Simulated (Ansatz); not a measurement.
# BClHS radical (SMILES S[B]Cl): a rigid scan of the angle H4–S1–B2

The task here is to estimate one member of a computed series from the others.

Method: single points in def2-TZVPP; program: Ansatz 0.2.0, Gaussian basis.

Levels: PBE-D4, r2SCAN-D4, PBE0-D4, B3LYP-D4, wB97M-V, Hartree-Fock, MP2, CCSD, CCSD(T). The scan takes 72.3, 78.3, 84.3, 90.3, 96.3, 102.3, 108.3, 114.3, 120.3°.

Cores are frozen in the correlated methods. Orbitals are unrestricted. B3LYP uses VWN-RPA correlation.

28 further runs of the same task are left out: 28 set aside as unsound or not needed.

## Starting geometry

The minimum, relaxed at PBE0-D4: SMILES `S[B]Cl`, 4 atoms, charge 0, spin multiplicity 2.

Atoms are counted from 1 here; the program's logs count them from 0.

Bond lengths: S1–B2 1.766 Å, S1–H4 1.344 Å, B2–Cl3 1.722 Å. Angles: B2–S1–H4 96.3°, S1–B2–Cl3 124.8°.

As a file:

```xyz
4

S     0.5664   -0.7891    0.5314
B    -0.2996    0.4757   -0.3458
Cl   -2.0141    0.6160   -0.4273
H     1.8029   -0.3629    0.2214
```

Energies of the minimum (eV), from earlier single points: PBE-D4 -24040.65148, r2SCAN-D4 -24049.51728, PBE0-D4 -24042.64132, B3LYP-D4 -24052.49963, wB97M-V -24049.74721, CCSD(T) -24023.27611.

At the minimum the angle H4–S1–B2 is 96.3°.

Set-up of the first run:

The input, ccsdt-tzvpp/in.yaml:

```yaml
crystal:
  periodic: [false, false, false]
  atoms:
    - {symbol: S, position_ang: [0.566404, -0.789096, 0.531380]}
    - {symbol: B, position_ang: [-0.299625, 0.475703, -0.345787]}
    - {symbol: Cl, position_ang: [-2.014144, 0.616038, -0.427313]}
    - {symbol: H, position_ang: [1.481909, 0.013003, -0.038710]}
basis:
  gaussian: {orbitals: def2-TZVPP}
magnetization: {spin_polarized: true, initial_magnetization: 1}
correlation: {method: ccsd_t}
scf: {omitted_lower_state_checks: [cluster_reference]}
```

No record of the launch command was kept for these runs.

Steps of the session up to this table: H4–S1–B2 = 72.3°; H4–S1–B2 = 78.3°; H4–S1–B2 = 84.3°; H4–S1–B2 = 90.3°; H4–S1–B2 = 96.3°; H4–S1–B2 = 102.3°; H4–S1–B2 = 108.3°; H4–S1–B2 = 114.3°; H4–S1–B2 = 120.3°.

One of the session's tables, all rows but one given; the rest of the session is left out.

Energies less that of the minimum at the same level (eV): The rows 96.3 (minimum) and angle (°) = 96.3 agree to the last digit and may rest on the same set-up.

| angle (°) | PBE-D4 | PBE0-D4 | B3LYP-D4 | wB97M-V | Hartree-Fock |
| --- | --- | --- | --- | --- | --- |
| 72.3 | 0.351 | 0.373 | 0.408 | 0.388 | 0.519 |
| 78.3 | 0.206 | 0.216 | 0.240 | 0.224 | 0.302 |
| 84.3 | 0.094 | 0.097 | 0.112 | 0.101 | 0.142 |
| 90.3 | ? | ? | ? | ? | ? |
| 96.3 (minimum) | 0.000 | 0.000 | 0.000 | 0.000 | 0.000 |
| 96.3 | 0.000 | 0.000 | 0.000 | 0.000 | 0.000 |
| 102.3 | 0.022 | 0.024 | 0.019 | 0.024 | 0.017 |
| 108.3 | 0.090 | 0.096 | 0.087 | 0.095 | 0.089 |
| 114.3 | 0.200 | 0.212 | 0.200 | 0.211 | 0.213 |
| 120.3 | 0.350 | 0.369 | 0.355 | 0.368 | 0.385 |

**Question.** Estimate the row for angle (°) = 90.3.

**Answer.** PBE-D4: 0.024; PBE0-D4: 0.024; B3LYP-D4: 0.031; wB97M-V: 0.026; Hartree-Fock: 0.041.

Caveats from the session: A polynomial through the near points puts the CCSD(T) minimum 0.2° below the PBE0-D4 value.
